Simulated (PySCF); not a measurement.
Start geometry of `c1ccnnc1` from GFN2-xTB (Å):
```
atom  x, y, z in Å
C1     0.6730    0.8236    0.0608
C2    -0.7073    0.7940    0.0449
C3    -1.3065   -0.4616   -0.0486
N4    -0.6132   -1.5810   -0.1197
N5     0.6849   -1.5532   -0.1022
C6     1.3276   -0.4052   -0.0151
H7     1.2254    1.7489    0.1291
H8    -1.3003    1.6946    0.1022
H9    -2.3809   -0.5792   -0.0679
H10    2.4062   -0.4763   -0.0059
```

**Question.** What comes out of this run: PBE0-D3(BJ)/def2-SVP geometry optimisation, gas phase in PySCF 2.14.0?

**Answer.** 
```
atom  x, y, z in Å
C1     0.7085    0.8911    0.0199
C2    -0.6744    0.8621    0.0031
C3    -1.2749   -0.3950   -0.0998
N4    -0.5884   -1.5301   -0.1813
N5     0.7273   -1.5025   -0.1652
C6     1.3635   -0.3396   -0.0678
H7     1.2711    1.8243    0.0970
H8    -1.2775    1.7708    0.0660
H9    -2.3637   -0.5051   -0.1191
H10    2.4561   -0.4039   -0.0605
```

The energy falls by 0.029 eV over 5 energy and gradient evaluations, the largest force component goes from 0.0130 to 1.0e-04 Eh/bohr, and the atoms move by 0.014 Å rms after alignment. The bond that changes most is N4–N5 (both ends pyridine-type nitrogen), which lengthens by 0.018 Å. Bonds longer at the end by more than 0.005 Å: 7 of 10; shorter: 0. Rotational constants go from 6343, 6105, 3111 to 6287, 6012, 3073 MHz. The orientation of the end geometry is arbitrary; only internal coordinates are fixed.

The run used 104 basis functions and 30 SCF cycles in all.

PBE0-D3(BJ)/def2-SVP frequencies: not computed here.
